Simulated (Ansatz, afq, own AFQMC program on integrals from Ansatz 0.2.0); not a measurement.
GeH₂, singlet: AFQMC among the cluster methods

```xyz
3

Ge    0.0000   -0.0285    0.0018
H     0.0000    1.0923   -1.1317
H     0.0000    0.9629    1.0044
```

Basis cc-pVDZ. Noble-gas cores (and the filled d shells of Ga–Kr and In–Xe) are frozen. Ansatz 0.2.0 and our own AFQMC program on the same integrals; the CISD trial comes from CCSD amplitudes, and released means the phaseless constraint is let go. Uncertainties: one standard error, sampling alone. No spin–orbit coupling.

Determinant: RHF, the one that the program's search chose, which needn't be the lowest solution. The geometry is a point of a scan.

Full CI on the same integrals is exact in this basis and with this determinant's frozen core.

Cautions: no relativity below Rb; no spin-orbit coupling; inner d shell frozen; restricted determinant unstable towards unrestricted (UHF 43 meV lower, ⟨S²⟩ 0.28).

- T1 diagnostic: 0.0122
- weight of the determinant in the CISD state: 0.919
- size of the correlated space: 6 electrons in 23 orbitals

Reference: full CI, correlation energy -3.033 eV. The released energy is read at 2.40 1/Eh (meV from the phaseless value at times in 1/Eh: 0.2 ± 1.4 at 0.24, 0.2 ± 1.0 at 0.51, -0.4 ± 0.8 at 0.99, -0.3 ± 0.9 at 1.62, -0.5 ± 1.0 at 2.40).

```tsv
level	E − E(reference) (mEh)	share of correlation (%)
HF	111.47	0.00
MP2	28.26	74.65
CCSD	2.45	97.80
CCSD(T)	0.57	99.49
CCSDT	0.10	99.91
CCSDT(Q)	0.02	99.98
CCSDTQ	0.00	100.00
ph-AFQMC/CISD	0.04 ± 0.05	99.96
released AFQMC	0.02 ± 0.04	99.98
```

CCSDT and higher add their correlation energy to the determinant of the CCSD(T) run, since their own runs factorise the integrals more tightly (a shift of under 2 meV). A walk keeps the symmetry of its determinant, which the program's search chose and which needn't be the lowest solution, so a lower state of the same spin and another symmetry isn't excluded. Released energies are given only where the last usable release times agree within the noise; a slower fall can still hide under it.
